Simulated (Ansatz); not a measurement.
Born–Oppenheimer molecular dynamics of C3H5NO (10 atoms, charge 0, multiplicity 1). It starts at the highest image of a converged band, a first-order saddle point between two minima.

The calculation used RKS PBE0-D4/6-31G* in Ansatz.

* ensemble: NVE (velocity Verlet)
* time step: 0.5 fs
* steps asked: 200
* starting velocities drawn for: 300 K
* seed: 10343

Frames 2.5 fs apart, positions in Å, forces in eV/Å.

Velocities at 55.0 fs (Å/ps):

```
N -0.97 -0.92 -2.16
C -3.37 -0.03 3.90
C 1.98 6.82 1.91
C -2.16 -4.06 0.59
O 0.69 -4.20 -1.65
H 14.01 19.09 -7.18
H 8.54 8.88 25.67
H -6.13 0.60 7.80
H 25.87 7.54 -28.98
H 2.34 10.79 -17.36
```

```xyz
10
Properties=species:S:1:pos:R:3:forces:R:3 time_fs=55.0 energy_less_start_eV=0.042 T=260
N -1.337 1.329 0.908 0.32 -0.93 -0.27
C -0.398 0.469 0.817 -0.75 -0.57 -1.02
C -0.202 -0.156 -0.533 -0.37 -0.62 -0.46
C 1.084 -0.266 -1.233 0.60 0.55 -0.45
O 0.343 -1.556 -0.360 0.08 0.58 0.27
H -1.473 1.549 1.876 0.10 0.81 0.86
H 0.248 0.073 1.616 -0.07 0.18 0.04
H -1.117 -0.180 -1.161 0.36 0.26 0.59
H 0.236 -2.014 -1.215 -0.21 0.07 0.21
H 1.875 0.114 -0.557 -0.04 -0.33 0.22
10
Properties=species:S:1:pos:R:3:forces:R:3 time_fs=57.5 energy_less_start_eV=0.079 T=224
N -1.339 1.325 0.902 -0.11 -0.16 0.68
C -0.407 0.467 0.825 0.40 -0.90 -0.10
C -0.198 -0.141 -0.529 -0.27 -1.19 -0.15
C 1.080 -0.275 -1.233 0.48 0.72 -0.59
O 0.345 -1.566 -0.365 0.00 0.43 -0.49
H -1.436 1.619 1.879 0.09 0.38 -0.14
H 0.260 0.104 1.670 -0.59 0.40 -0.88
H -1.122 -0.170 -1.125 0.15 0.27 0.27
H 0.295 -1.987 -1.269 -0.20 0.42 1.03
H 1.881 0.131 -0.592 0.06 -0.38 0.37
10
Properties=species:S:1:pos:R:3:forces:R:3 time_fs=60.0 energy_less_start_eV=0.091 T=213
N -1.341 1.321 0.899 -0.37 0.68 1.37
C -0.414 0.461 0.833 0.52 -0.53 -0.22
C -0.195 -0.132 -0.526 0.26 -1.46 0.54
C 1.078 -0.280 -1.236 0.45 0.89 -0.48
O 0.347 -1.573 -0.370 -0.03 1.13 0.53
H -1.394 1.710 1.875 0.04 -0.30 -1.05
H 0.242 0.156 1.677 -0.12 0.07 -0.53
H -1.119 -0.144 -1.075 -0.47 0.16 -0.40
H 0.341 -1.940 -1.272 -0.32 -0.26 -0.11
H 1.889 0.125 -0.606 0.03 -0.39 0.34
10
Properties=species:S:1:pos:R:3:forces:R:3 time_fs=62.5 energy_less_start_eV=0.119 T=186
N -1.345 1.319 0.901 -0.20 0.47 0.20
C -0.420 0.453 0.838 -0.21 0.30 -1.05
C -0.191 -0.130 -0.521 -0.17 -1.52 0.56
C 1.079 -0.280 -1.241 0.46 0.96 -0.19
O 0.349 -1.577 -0.374 -0.16 1.38 0.93
H -1.350 1.787 1.817 -0.10 -0.26 -0.13
H 0.220 0.211 1.658 0.89 -0.41 0.59
H -1.140 -0.110 -1.044 -0.11 0.01 -0.43
H 0.369 -1.907 -1.279 -0.34 -0.61 -0.69
H 1.899 0.096 -0.600 -0.06 -0.33 0.20
10
Properties=species:S:1:pos:R:3:forces:R:3 time_fs=65.0 energy_less_start_eV=0.141 T=164
N -1.349 1.318 0.905 0.01 -0.19 -1.10
C -0.426 0.446 0.839 0.15 0.65 -0.35
C -0.189 -0.136 -0.513 -0.96 -1.41 0.06
C 1.082 -0.276 -1.247 0.34 0.82 0.14
O 0.350 -1.575 -0.375 -0.31 0.74 -0.57
H -1.311 1.851 1.752 -0.14 0.11 0.99
H 0.244 0.245 1.665 0.61 -0.32 0.18
H -1.165 -0.075 -1.038 0.68 -0.19 -0.11
H 0.376 -1.905 -1.315 -0.32 -0.05 0.70
H 1.906 0.049 -0.582 -0.07 -0.17 0.07
10
Properties=species:S:1:pos:R:3:forces:R:3 time_fs=67.5 energy_less_start_eV=0.145 T=161
N -1.354 1.318 0.904 0.22 0.29 -0.34
C -0.431 0.441 0.839 1.15 0.66 0.85
C -0.191 -0.148 -0.504 -0.73 -1.12 -0.12
C 1.087 -0.268 -1.252 0.17 0.63 0.45
O 0.350 -1.571 -0.377 -0.44 0.48 -0.82
H -1.280 1.914 1.736 -0.20 -0.59 0.16
H 0.301 0.261 1.680 -0.39 -0.05 -0.87
H -1.154 -0.051 -1.041 0.56 -0.35 -0.14
H 0.364 -1.909 -1.317 -0.32 0.00 0.82
H 1.909 -0.009 -0.560 -0.02 0.06 0.01
10
Properties=species:S:1:pos:R:3:forces:R:3 time_fs=70.0 energy_less_start_eV=0.119 T=185
N -1.358 1.318 0.902 0.50 0.49 0.25
C -0.431 0.440 0.842 1.09 0.70 0.53
C -0.196 -0.167 -0.496 0.24 -0.67 0.11
C 1.093 -0.256 -1.255 0.08 0.44 0.72
O 0.348 -1.565 -0.383 -0.45 0.71 0.47
H -1.262 1.944 1.731 -0.26 -0.98 -0.35
H 0.339 0.272 1.649 -0.51 0.01 -0.68
H -1.114 -0.048 -1.053 -0.29 -0.38 -0.45
H 0.333 -1.917 -1.278 -0.38 -0.60 -0.57
H 1.911 -0.062 -0.536 0.00 0.27 -0.04
10
Properties=species:S:1:pos:R:3:forces:R:3 time_fs=72.5 energy_less_start_eV=0.058 T=245
N -1.359 1.321 0.900 0.68 -0.42 -0.37
C -0.425 0.443 0.847 -0.10 0.77 -1.07
C -0.200 -0.188 -0.487 0.39 -0.03 -0.13
C 1.099 -0.242 -1.254 0.01 0.19 0.87
O 0.344 -1.556 -0.387 -0.30 0.06 0.17
H -1.258 1.922 1.713 -0.18 -0.20 0.50
H 0.351 0.283 1.583 0.34 -0.09 0.55
H -1.087 -0.066 -1.089 -0.44 -0.34 -0.23
H 0.279 -1.956 -1.264 -0.37 -0.36 -0.21
H 1.912 -0.100 -0.515 -0.01 0.41 -0.07
10
Properties=species:S:1:pos:R:3:forces:R:3 time_fs=75.0 energy_less_start_eV=0.055 T=248
N -1.358 1.321 0.897 0.63 -0.79 -0.48
C -0.420 0.450 0.848 -0.41 0.45 -1.74
C -0.202 -0.210 -0.479 -0.25 0.71 -0.95
C 1.105 -0.228 -1.250 -0.11 -0.04 0.83
O 0.340 -1.548 -0.390 -0.15 -1.21 -0.90
H -1.266 1.886 1.722 -0.12 0.28 0.84
H 0.381 0.289 1.544 0.45 -0.06 0.90
H -1.083 -0.105 -1.137 0.12 -0.25 0.49
H 0.204 -2.014 -1.258 -0.14 0.47 1.04
H 1.913 -0.114 -0.498 -0.03 0.45 -0.03
10
Properties=species:S:1:pos:R:3:forces:R:3 time_fs=77.5 energy_less_start_eV=0.012 T=288
N -1.354 1.319 0.892 0.36 0.10 0.88
C -0.416 0.458 0.840 0.77 -0.23 -0.88
C -0.206 -0.228 -0.476 -0.26 1.24 -1.21
C 1.110 -0.213 -1.240 -0.28 -0.21 0.62
O 0.335 -1.543 -0.396 0.34 -1.30 0.04
H -1.281 1.861 1.773 -0.14 -0.30 -0.42
H 0.430 0.293 1.553 -0.69 0.13 -0.05
H -1.075 -0.158 -1.158 0.12 -0.02 0.67
H 0.119 -2.049 -1.201 -0.16 0.20 0.29
H 1.911 -0.101 -0.482 -0.06 0.38 0.06
10
Properties=species:S:1:pos:R:3:forces:R:3 time_fs=80.0 energy_less_start_eV=0.020 T=282
N -1.348 1.317 0.891 0.02 0.28 1.17
C -0.409 0.465 0.828 1.06 -0.55 -0.38
C -0.210 -0.240 -0.479 0.45 1.48 -0.64
C 1.114 -0.200 -1.228 -0.44 -0.31 0.28
O 0.332 -1.543 -0.402 0.98 -0.83 1.23
H -1.304 1.821 1.804 -0.04 -0.28 -0.75
H 0.443 0.303 1.562 -1.00 0.11 -0.45
H -1.063 -0.212 -1.143 -0.55 0.26 0.13
H 0.023 -2.075 -1.129 -0.34 -0.39 -0.72
H 1.906 -0.066 -0.462 -0.14 0.23 0.12
10
Properties=species:S:1:pos:R:3:forces:R:3 time_fs=82.5 energy_less_start_eV=-0.004 T=304
N -1.343 1.316 0.894 -0.14 -0.48 -0.14
C -0.397 0.470 0.813 -0.09 -0.30 -0.66
C -0.213 -0.245 -0.485 0.64 1.50 -0.30
C 1.116 -0.188 -1.215 -0.52 -0.32 -0.09
O 0.331 -1.547 -0.405 0.48 -1.62 0.36
H -1.329 1.768 1.797 0.12 0.45 0.40
H 0.402 0.319 1.549 -0.06 -0.16 0.17
H -1.081 -0.251 -1.118 -0.64 0.43 -0.13
H -0.088 -2.115 -1.087 0.43 0.48 0.30
H 1.893 -0.018 -0.436 -0.22 0.02 0.10
```

Of the whole run (100 fs, mean temperature of the second half 223 K): The conserved energy stayed within 0.15 meV per atom of its start (net change 0.041 meV per atom), so the integration is sound. A run of 0.1 ps of so small a system gives no equilibrium averages. The orbitals stay closed-shell, which can raise the energy where a bond breaks towards radicals; this wasn't checked here.

Time of the run: 5.8 min on 2 threads of Arm Neoverse V2 (shared host), peak memory 0.16 GiB.
